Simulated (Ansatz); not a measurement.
# CH4S (SMILES CS): one structure at several levels

One table from this session's results is given with a row withheld; the runs are named, their logs left out.

The runs use Ansatz 0.2.0, Gaussian basis; single points in def2-TZVPP.

Correlated methods freeze the cores.

### Starting geometry

SMILES `CS`, 6 atoms, charge 0, spin multiplicity 1.

Atoms are counted from 1 here; the program's logs count them from 0.

Bond lengths: C1–S2 1.815 Å, C1–H3 1.094 Å, C1–H4 1.071 Å, C1–H5 1.099 Å, S2–H6 1.340 Å. Angles: S2–C1–H3 109.9°, S2–C1–H4 105.3°, S2–C1–H5 109.5°, H3–C1–H4 110.8°, H3–C1–H5 110.0°, H4–C1–H5 111.1°, C1–S2–H6 93.9°.

Coordinates:

```xyz
6
charge 0, multiplicity 1
C    -0.1498   -0.3021   -0.3743
S     0.5764    0.0173    1.2586
H    -1.1774    0.0723   -0.4038
H    -0.1286   -1.3664   -0.4904
H     0.4537    0.1930   -1.1482
H     0.4316    1.3464    1.1652
```

Set-up of the first run:

The input, run/in.yaml:

```yaml
crystal:
  periodic: [false, false, false]
  atoms:
    - {symbol: C, position_ang: [-0.149800, -0.302100, -0.374300]}
    - {symbol: S, position_ang: [0.576400, 0.017300, 1.258600]}
    - {symbol: H, position_ang: [-1.177400, 0.072300, -0.403800]}
    - {symbol: H, position_ang: [-0.128600, -1.366400, -0.490400]}
    - {symbol: H, position_ang: [0.453700, 0.193000, -1.148200]}
    - {symbol: H, position_ang: [0.431600, 1.346400, 1.165200]}
basis:
  gaussian: {orbitals: def2-TZVPP}
correlation: {method: ccsd_t}
output: {forces: true}
```

Run with:

```sh
$ ansatz run in.yaml --threads 4 --pin off --events-out ev --progress --plain --max-ram 5222MiB
```

Steps of the session up to this table: CCSD(T)/def2-TZVPP; PBE0-D4/def2-TZVPP; wB97M-V/def2-TZVPP; r2SCAN-D4/def2-TZVPP; PBE-D4/def2-TZVPP; BLYP-D4/def2-TZVPP; r2SCANh-D4/def2-TZVPP.

One table of the session follows, with a row left open; its other results are not shown here.

```
    method  RMS force component (eV/Å)  angle to CCSD(T) forces (°)  dipole (D)
   CCSD(T)                       0.296                    reference        1.50
   PBE0-D4                       0.304                         17.9        1.58
   wB97M-V                       0.299                         10.9        1.51
 r2SCAN-D4                       0.287                          9.4        1.61
    PBE-D4                       0.322                         31.6        1.53
   BLYP-D4                           ?                            ?           ?
r2SCANh-D4                       0.293                         11.5        1.61
```

**Question.** Estimate the row for BLYP-D4.

The run gave: RMS force component (eV/Å): 0.320; angle to CCSD(T) forces (°): 32.5; dipole (D): 1.49. In the column «RMS force component (eV/Å)» it lies between PBE0-D4 (0.304) and PBE-D4 (0.322).
